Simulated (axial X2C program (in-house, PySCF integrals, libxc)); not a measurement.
**POP: bond lengths and stretches, held linear**

How do method and spin–orbit coupling move the bonds and stretches of POP, held linear?

Method: all-electron X2C, two-component (2c) or spin-free, P dyall-v3z, O dyall-av3z; program: an in-house X2C program for linear molecules on PySCF integrals.

All values are calculated.

2 further runs of the same task are left out: 2 set aside as unsound or not needed.

## 1. The job

task.json reads:

```json
{"zs": [15, 8, 15], "q": 0, "bas": ["dyall-v3z", "dyall-av3z", "dyall-v3z"], "r0": [1.74, 1.74], "symm": 1, "scan": ["PBE0", "HF", "r2SCAN"], "levels": ["PBE0", "HF", "r2SCAN"], "nst": 2}
```

Keys: zs atomic numbers; q charge; bas basis sets; r0 starting distance in Å; symm equal bonds; scan levels of the two-bond scan (MP2 follows by itself at each HF point); levels methods; nst determinants followed.

Launch:

```bash
$ python solin.py task.json out
```

Masses P 30.974, O 15.995, P 30.974 u.

## 2. Scan at PBE0, 2c

State: Ω = 2 (beyond evenly filled blocks: 2 × ω = -1/2, 2 × ω = 3/2). Energies above the lowest point, from the job's result record:

| r(P–O) (Å) | r(O–P) (Å) | E (meV) |
| --- | --- | --- |
| 1.5922 | 1.5922 | 61.57 |
| 1.5922 | 1.6330 | 28.95 |
| 1.5922 | 1.6738 | 46.19 |
| 1.6330 | 1.5922 | 28.95 |
| 1.6330 | 1.6330 | 0.00 |
| 1.6330 | 1.6738 | 20.71 |
| 1.6330 | 1.7147 | 80.99 |
| 1.6738 | 1.5922 | 46.19 |
| 1.6738 | 1.6330 | 20.71 |
| 1.6738 | 1.6738 | 44.71 |
| 1.7147 | 1.6330 | 80.99 |
| 1.7147 | 1.7147 | 174.44 |

A quadratic surface with cubic terms in each bond gives the minimum at 1.635 and 1.635 Å, force constants 4.72, 4.72 and coupling 0.32 mdyn/Å.

## 3. Scan at HF, 2c

State: Ω = 2 (beyond evenly filled blocks: 2 × ω = -1/2, 2 × ω = 3/2). Energies above the lowest point, from the job's result record:

| r(P–O) (Å) | r(O–P) (Å) | E (meV) |
| --- | --- | --- |
| 1.5922 | 1.5922 | 5.10 |
| 1.5922 | 1.6330 | 0.13 |
| 1.5922 | 1.6738 | 44.49 |
| 1.6330 | 1.5922 | 0.13 |
| 1.6330 | 1.6330 | 0.00 |
| 1.6330 | 1.6738 | 48.94 |
| 1.6330 | 1.7147 | 136.79 |
| 1.6738 | 1.5922 | 44.49 |
| 1.6738 | 1.6330 | 48.94 |
| 1.6738 | 1.6738 | 102.24 |
| 1.7147 | 1.6330 | 136.79 |
| 1.7147 | 1.7147 | 290.21 |

A quadratic surface with cubic terms in each bond gives the minimum at 1.614 and 1.614 Å, force constants 5.17, 5.17 and coupling 0.42 mdyn/Å.

## 4. Scan at r2SCAN, 2c

State: Ω = 2 (beyond evenly filled blocks: 2 × ω = -1/2, 2 × ω = 3/2). Energies above the lowest point, from the job's result record:

| r(P–O) (Å) | r(O–P) (Å) | E (meV) |
| --- | --- | --- |
| 1.5922 | 1.5922 | 73.48 |
| 1.5922 | 1.6330 | 35.03 |
| 1.5922 | 1.6738 | 46.03 |
| 1.6330 | 1.5922 | 35.03 |
| 1.6330 | 1.6330 | 0.00 |
| 1.6330 | 1.6738 | 14.24 |
| 1.6330 | 1.7147 | 67.71 |
| 1.6738 | 1.5922 | 46.03 |
| 1.6738 | 1.6330 | 14.24 |
| 1.6738 | 1.6738 | 31.53 |
| 1.7147 | 1.6330 | 67.71 |
| 1.7147 | 1.7147 | 146.97 |

A quadratic surface with cubic terms in each bond gives the minimum at 1.640 and 1.640 Å, force constants 4.56, 4.56 and coupling 0.29 mdyn/Å.

## 5. Comparison

| level | r(P–O) (Å) | r(O–P) (Å) | lower stretch (cm⁻¹) | upper stretch (cm⁻¹) |
| --- | --- | --- | --- | --- |
| PBE0, 2c | 1.635 | 1.635 | 525.4 | 1084.6 |
| HF, 2c | 1.614 | 1.614 | 553.6 | 1126.6 |
| r2SCAN, 2c | 1.640 | 1.640 | 515.9 | 1067.8 |
| MP2, 2c | 1.645 | 1.645 | 515.1 | 1069.5 |
| PBE0, spin-free | 1.635 | 1.635 | 525.5 | 1084.6 |
| HF, spin-free | 1.614 | 1.614 | 553.6 | 1126.7 |
| r2SCAN, spin-free | 1.640 | 1.640 | 516.0 | 1067.9 |
| MP2, spin-free | 1.645 | 1.645 | 515.2 | 1069.6 |

Scans not shown above were run alike.

In words: Over the levels the P–O bond spans 1.614 to 1.645 Å and the O–P bond 1.614 to 1.645 Å. At PBE0 spin–orbit coupling leaves both bonds unchanged to 0.001 Å. Each state is one determinant, the lowest of a limited PBE0 search; the stretches come from a fit to few points and are good to some per cent at best. The stretches are sorted by size, and where the two bonds are alike the symmetric and antisymmetric modes can swap order between levels. MP2 freezes inner shells (threshold -2 hartree). The molecule was held linear; bending was not examined, so a bent shape may lie lower. Open-shell Ω = 0 determinants with evenly filled partner blocks cannot be reached by this program, so the Ω shown need not be the lowest component. Note: several unpaired electrons, one determinant need not be a pure state.
